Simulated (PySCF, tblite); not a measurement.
# C₅H₅O radical: geometry, infrared bands and EPR parameters

What infrared bands and EPR parameters should C₅H₅O radical (`[CH2]C(=O)C#CC`) show?

Computed with tblite 0.8.0 and PySCF 2.14.0, with density-fitted response routines of our own, on a single molecule in the gas phase. Atoms are numbered from 0 throughout.

## 1. The starting structure

11 atoms, charge 0, multiplicity 2; geometry from: force field or distance geometry start.

Bonds of the start (Å): C0–C1 1.46, C1–O2 1.21, C1–C3 1.45, C3–C4 1.21, C4–C5 1.46, C0–H6 1.08, C0–H7 1.08, C5–H8 1.10, C5–H9 1.10, C5–H10 1.09.

## 2. Optimising the geometry with GFN2-xTB

The job: settings as JSON, then the geometry in Å.

```
{"job": {"kind": "relax", "xc": "GFN2-xTB", "basis": "xTB"}, "charge": 0, "multiplicity": 2}
C     -2.558400     0.132100     0.348000
C     -1.506100    -0.040500    -0.650800
O     -1.766100    -0.197700    -1.821200
C     -0.121200    -0.038400    -0.222500
C      1.027100    -0.048600     0.147600
C      2.424700    -0.050500     0.555600
H     -2.317700     0.269000     1.386900
H     -3.582500     0.135700     0.002900
H      2.835000    -1.071300     0.571400
H      2.532600     0.367800     1.567800
H      3.038000     0.545400    -0.126900
```

Started as:

```
> OMP_NUM_THREADS=1 python probes_run.py task.json out
```

One launch serves the whole session: the jobs run in the order shown.

The log of the run:

```text
step      E/eV     max force
  0    -467.00557    1.627
  1    -467.03926    1.146
  2    -467.05826    0.715
  3    -467.06324    1.187
  4    -467.07935    0.352
  5    -467.08386    0.214
  6    -467.08696    0.236
  7    -467.08932    0.243
  8    -467.09228    0.159
  9    -467.09386    0.110
 10    -467.09447    0.068
 11    -467.09475    0.060
 12    -467.09501    0.050
 13    -467.09526    0.054
 14    -467.09551    0.060
 15    -467.09574    0.063
 16    -467.09592    0.041
 17    -467.09603    0.027
 18    -467.09610    0.022
 19    -467.09616    0.022
 20    -467.09621    0.024
 21    -467.09627    0.022
 22    -467.09633    0.028
 23    -467.09642    0.028
 24    -467.09651    0.031
 25    -467.09659    0.022
 26    -467.09662    0.017
 27    -467.09664    0.014
 28    -467.09667    0.017
 29    -467.09672    0.025
 30    -467.09680    0.028
 31    -467.09689    0.033
 32    -467.09699    0.034
 33    -467.09707    0.029
 34    -467.09715    0.024
 35    -467.09722    0.020
 36    -467.09726    0.013
 37    -467.09728    0.010
 38    -467.09728    0.007
```

Wall time 0.08 s (1 thread of AMD EPYC 9B45, shared host).

Along the way: (not every step is listed)

| step | energy from step 0 (eV) | largest force (eV/Å) |
| --- | --- | --- |
| 0 | 0.0000 | 1.6273 |
| 1 | -0.0337 | 1.1464 |
| 2 | -0.0527 | 0.7146 |
| 3 | -0.0577 | 1.1873 |
| 4 | -0.0738 | 0.3515 |
| 5 | -0.0783 | 0.2139 |
| 6 | -0.0814 | 0.2355 |
| 7 | -0.0838 | 0.2431 |
| 8 | -0.0867 | 0.1589 |
| 10 | -0.0889 | 0.0683 |
| 12 | -0.0894 | 0.0505 |
| 14 | -0.0899 | 0.0605 |
| 16 | -0.0904 | 0.0414 |
| 18 | -0.0905 | 0.0215 |
| 20 | -0.0906 | 0.0236 |
| 22 | -0.0908 | 0.0278 |
| 24 | -0.0909 | 0.0307 |
| 26 | -0.0910 | 0.0175 |
| 28 | -0.0911 | 0.0165 |
| 30 | -0.0912 | 0.0281 |
| 32 | -0.0914 | 0.0335 |
| 33 | -0.0915 | 0.0289 |
| 34 | -0.0916 | 0.0238 |
| 35 | -0.0917 | 0.0200 |
| 36 | -0.0917 | 0.0129 |
| 37 | -0.0917 | 0.0100 |
| 38 | -0.0917 | 0.0073 |

Close pairs (by a distance rule), those that changed most:

| bond | before (Å) | after (Å) | change (Å) |
| --- | --- | --- | --- |
| C0–C1 | 1.461 | 1.422 | -0.039 |
| C1–O2 | 1.209 | 1.233 | +0.024 |
| C4–C5 | 1.456 | 1.441 | -0.015 |
| C5–H9 | 1.101 | 1.090 | -0.011 |
| C5–H8 | 1.100 | 1.090 | -0.010 |
| C1–C3 | 1.450 | 1.441 | -0.009 |
| C5–H10 | 1.094 | 1.090 | -0.005 |
| C0–H7 | 1.081 | 1.076 | -0.004 |

The final coordinates are the input of the step that follows.

## 3. Infrared spectrum with GFN2-xTB

The job: settings as JSON, then the geometry in Å.

```
{"job": {"kind": "ir", "xc": "GFN2-xTB", "basis": "xTB"}, "charge": 0, "multiplicity": 2}
C     -2.486544     0.134246     0.335124
C     -1.500970    -0.048595    -0.673362
O     -1.768589    -0.204827    -1.867041
C     -0.142999    -0.039989    -0.191916
C      1.016354    -0.043876     0.135557
C      2.390835    -0.045038     0.567918
H     -2.212653     0.262050     1.366983
H     -3.527522     0.137724     0.061295
H      2.769680    -1.066957     0.570654
H      2.474648     0.368930     1.572377
H      2.993185     0.549004    -0.118624
```

The log of the run:

```text
mode    cm-1     km/mol
  1      -9.6      1.27
  2     104.1      5.10
  3     140.5      0.89
  4     276.3      1.32
  5     296.9      0.74
  6     360.4      0.03
  7     386.6      1.90
  8     426.8     11.91
  9     555.7     11.00
 10     691.3     23.05
 11     722.3     61.46
 12     975.1      3.83
 13    1003.0     13.59
 14    1022.4     12.72
 15    1097.5     31.34
 16    1259.7     17.97
 17    1372.7      9.87
 18    1381.2      6.58
 19    1438.4      7.33
 20    1440.4     11.74
 21    1536.6    179.88
 22    2345.2    351.10
 23    3005.2     11.32
 24    3008.4     15.19
 25    3013.5     11.62
 26    3104.2      0.26
 27    3160.1      9.40
```

Run time: 0.1 s. Hardware: 1 thread of AMD EPYC 9B45, shared host.

Which atoms move in the most intense modes:

| cm⁻¹ | km/mol | atoms |
| --- | --- | --- |
| 691 | 23.1 | C5 21 %, C1 21 %, C0 21 %, H7 17 % |
| 722 | 61.5 | C1 42 %, C0 22 %, H7 16 %, H6 13 % |
| 1003 | 13.6 | H8 40 %, H10 25 %, C5 19 % |
| 1098 | 31.3 | C3 19 %, C5 17 %, C0 16 %, C1 12 % |
| 1260 | 18.0 | C1 46 %, H7 12 %, C4 11 %, C3 11 % |
| 1537 | 179.9 | C1 61 %, O2 37 % |
| 2345 | 351.1 | C4 51 %, C3 48 % |
| 3008 | 15.2 | H9 68 %, H10 22 % |

## 4. g tensor and hyperfine couplings: B3LYP/pcH-1

Same as in step 3 but for these lines:

```diff
@@ -1,2 +1,2 @@
-{"job": {"kind": "ir", "xc": "GFN2-xTB", "basis": "xTB"}, "charge": 0, "multiplicity": 2}
+{"job": {"kind": "epr", "basis": "pcH-1"}, "charge": 0, "multiplicity": 2}
 C     -2.486544     0.134246     0.335124
```

Level: UKS B3LYP, pcH-1 on C H O, non-relativistic, mean-field spin-orbit, GIAO.

The log of the run:

```text
UKS, coarse grid
  cycle   1  E = -268.49774260  |g| = 6.25e-01
  cycle   2  E = -266.98224202  |g| = 1.80e+00
  cycle   3  E = -268.62529690  |g| = 2.54e-01
  cycle   4  E = -268.65867283  |g| = 1.06e-01
  cycle   5  E = -268.66256187  |g| = 6.15e-02
  cycle   6  E = -268.66422080  |g| = 2.48e-02
  cycle   7  E = -268.66459495  |g| = 9.89e-03
  cycle   8  E = -268.66469096  |g| = 3.90e-03
  cycle   9  E = -268.66471724  |g| = 1.69e-03
  cycle  10  E = -268.66472164  |g| = 1.02e-03
  cycle  11  E = -268.66472360  |g| = 3.49e-04
UKS, final grid
  cycle   1  E = -268.66470665  |g| = 6.03e-04
  cycle   2  E = -268.66470604  |g| = 1.44e-03
  cycle   3  E = -268.66470685  |g| = 1.02e-04
  cycle   4  E = -268.66470686  |g| = 6.91e-05
  cycle   5  E = -268.66470688  |g| = 5.17e-05
  cycle   6  E = -268.66470688  |g| = 1.60e-05
E = -268.66470688 Eh   <S^2> = 0.7659 (exact 0.7500)
g shifts (ppm)      1          2          3
  rmc          -186       -186       -186
  gc             -8         40         39
  oz_so          -5       2125       6343
  total        -198       1978       6196
hyperfine (MHz)  atom isotope    a_iso     a_fc   dipolar eigenvalues
    0   13C      68.54      68.54    -66.65    -65.98    132.63
    1   13C     -43.18     -43.18    -16.48      4.88     11.60
    2   17O     -19.75     -19.75    -96.14     47.60     48.55
    3   13C      -1.03      -1.03     -1.32      0.42      0.90
    4   13C      -0.95      -0.95     -1.21      0.50      0.71
    5   13C      -0.05      -0.05     -0.19     -0.06      0.26
    6    1H     -53.49     -53.49    -32.01     -1.71     33.72
    7    1H     -52.32     -52.32    -30.10     -2.26     32.35
    8    1H       1.07       1.07     -0.48     -0.44      0.92
    9    1H      -0.40      -0.40     -0.52     -0.47      0.99
   10    1H       0.31       0.31     -0.49     -0.40      0.89
```

It took 16 s on 1 thread of AMD EPYC 9B45, shared host; peak memory 0.68 GiB.

Principal g values 2.00212, 2.00430, 2.00851; g(iso) = 2.00498, against 2.00232 for a free electron.

Hyperfine couplings; where a row names several nuclei, a(iso) is their mean (it holds for fast rotation or exchange) and the dipolar term the largest among them:

| nuclei | isotope | a(iso) (MHz) | a(iso) (G, at g = 2.0023) | largest dipolar term (MHz) |
| --- | --- | --- | --- | --- |
| C0 | 13C | 68.5 | 24.5 | 132.6 |
| H6, H7 | 1H | -52.9 | -18.9 | 33.7 |
| C1 | 13C | -43.2 | -15.4 | -16.5 |
| O2 | 17O | -19.8 | -7.0 | -96.1 |
| C3 | 13C | -1.0 | -0.4 | -1.3 |
| C4 | 13C | -0.9 | -0.3 | -1.2 |
| H8, H9, H10 | 1H | 0.3 | 0.1 | 1.0 |
| C5 | 13C | -0.1 | 0.0 | 0.3 |

Mulliken spin populations:

| atom | value (e) |
| --- | --- |
| C0 | 0.88 |
| C1 | -0.13 |
| O2 | 0.31 |
| C3 | 0.01 |
| C4 | 0.00 |
| C5 | 0.00 |
| H6 | -0.04 |
| H7 | -0.04 |
| H8 | 0.00 |
| H9 | 0.00 |
| H10 | 0.00 |

In first order the couplings over 0.8 MHz of 1H give 3 distinct lines over 37.8 G, if the averaged nuclei exchange fast; the same motion can average rows kept apart here too.

The fields below are evaluated on a grid from the run's orbitals.

ELF in a plane through or near 9 of the atoms.

Values, 10 rows by 14 columns:
```
0.00 0.00 0.00 0.00 0.00 0.00 0.00 0.00 0.00 0.00 0.00 0.00 0.00 0.00
0.00 0.00 0.00 0.00 0.00 0.00 0.00 0.00 0.12 0.16 0.04 0.00 0.00 0.00
0.00 0.00 0.00 0.00 0.00 0.01 0.16 0.01 0.81 0.87 0.77 0.12 0.00 0.00
0.00 0.00 0.01 0.28 0.16 0.19 0.67 0.31 0.38 0.55 0.79 0.05 0.00 0.00
0.00 0.00 0.03 0.59 0.64 0.80 0.60 0.20 0.55 0.29 0.11 0.48 0.05 0.00
0.00 0.00 0.01 0.39 0.26 0.78 0.73 0.72 0.13 0.33 0.68 1.00 0.56 0.00
0.00 0.00 0.01 0.91 0.99 0.14 0.32 0.21 0.36 1.00 0.60 0.64 0.05 0.00
0.00 0.00 0.00 0.50 0.83 0.02 0.00 0.00 0.55 0.99 0.52 0.01 0.00 0.00
0.00 0.00 0.00 0.00 0.00 0.00 0.00 0.00 0.00 0.02 0.00 0.00 0.00 0.00
0.00 0.00 0.00 0.00 0.00 0.00 0.00 0.00 0.00 0.00 0.00 0.00 0.00 0.00
```
The map spans 12.2 Å across and 8.8 Å up, centred on the molecule. Atoms in the plane (x, y in Å): C0 (2.4, -0.5), C1 (1.6, 0.6), O2 (2.0, 1.8), C3 (0.2, 0.3), C4 (-1.0, 0.2), C5 (-2.4, -0.1), H6 (2.0, -1.5), H7 (3.5, -0.4), H9 (-2.6, -1.1).

On the surface of density 0.002 e/bohr³ the electrostatic potential runs, from the 1st to the 99th percentile, from -1.81 V near O2 to 1.21 V near H6.

The spin density lies nearest to C0 51 %; O2 26 %; C1 10 % (both signs); H7 8 %.

## 5. What came out

| quantity | value |
| --- | --- |
| strongest single infrared mode (GFN2-xTB) | 2345 cm⁻¹, 351 km/mol |
| zero-point energy (GFN2-xTB) | 48.8 kcal/mol |
| g(iso) (B3LYP) | 2.00498 |
| ⟨S²⟩ | 0.766 (exact 0.75) |
| largest a(iso) (averaged by class) | 13C on C0, 68.5 MHz |
| potential on the surface of density 0.002 e/bohr³, 1st and 99th percentile | -1.81 V and 1.21 V |

What this shows: Relaxing lowered the energy by 0.092 eV in 38 steps; the close pair that moved most is C0–C1, from 1.461 to 1.422 Å. The lowest mode is slightly imaginary (10i cm⁻¹), a soft motion within the noise of the Hessian, so the minimum is not strictly shown. The strongest single mode, at 2345 cm⁻¹, moves mainly C4 and C3. Unscaled tight-binding wavenumbers are off by several per cent, some by more. Its intensities can rank the bands wrongly. C0 carries the largest spin population, 0.88 e. The isotropic g lies 2.7 ppt above the free-electron value. The conformer search found further structures of the same energy, which may be mirror or relabelled copies of this one.
